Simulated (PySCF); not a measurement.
Estimate the missing entries of this data sheet.

Species: CH5SSi (charge -1).
Atom-mapped SMILES: `[CH3:1][S:2][SiH2-:3]` (hydrogens: H4, H5, H6 on C1; H7, H8 on Si3)

```csv
property,level,value
"rotational constants A, B, C",PBE0-D3(BJ)/def2-SVP,?
HOMO energy,HF/pcSseg-2,?
LUMO energy,HF/pcSseg-2,6.28 eV
13C chemical shifts (computed TMS as zero) by class,GIAO HF/pcSseg-2,22.9 (C1) ppm
1H chemical shifts (computed TMS as zero) by class,GIAO HF/pcSseg-2,"3.93 (H7/H8), 1.42 (H4/H5/H6) ppm"
"isotropic shieldings of nuclei other than C and H, by class",GIAO HF/pcSseg-2,?
```

Gas-phase values; electronic properties from PySCF, density fitting. Geometry: PBE0-D3(BJ)/def2-SVP, one conformer, isolated ion. The geometry's basis has no diffuse functions, a weakness for an anion. No diffuse functions stand in pcSseg-2, which bears on an anion's orbital energies.

The rotational constants A, B, C?

14.930, 3.934, 3.280 GHz.

Give the isotropic shieldings of nuclei other than C and H, by class.

441 (Si3), 734 (S2) ppm.

Give the HOMO energy.

-2.47 eV.

With B = h/(8π²I), that is 505.379 GHz u Å² over I, the principal moments of inertia are 33.9, 128.5 and 154.1 u Å² (most abundant isotopes); the inertial defect Ic − Ia − Ib is -8.3 u Å² (zero for a rigid planar frame, negative otherwise). The rotational constants make it an asymmetric top with κ = (2B − A − C)/(A − C) = -0.89, nearer the prolate limit (−1).
